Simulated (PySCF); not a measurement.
Isomers of C3H4N2, one conformer each; single-point electronic energies without zero-point terms and without any empirical dispersion term.

Level: PBE0/pcSseg-1 in PySCF, non-relativistic, each on one gas-phase PBE0-D3(BJ)/def2-SVP geometry that isn't relaxed in the solvent. The solvent is an IEF-PCM continuum (cavity from Bondi-type radii × 1.2). Specific hydrogen bonds and non-electrostatic terms are outside this model.

```csv
isomer,"relative energy, gas (kcal/mol)",dipole (D)
`[H]/N=C(/C)C#N`,0.0,1.90
`C/N=C/C#N`,8.9,4.66
```

Task: How do the relative energies look in cyclohexane (ε = 2.017)?

Result: 
| isomer | relative energy, solvent (kcal/mol) | E(solvent) − E(gas) (kcal/mol) | dipole in solvent (D) |
| --- | --- | --- | --- |
| `[H]/N=C(/C)C#N` | 0.0 | -2.8 | 2.10 |
| `C/N=C/C#N` | 8.9 | -2.7 | 5.18 |

The order is unchanged. The gains span 0.1 kcal/mol, the gas-phase energies 8.9 kcal/mol.
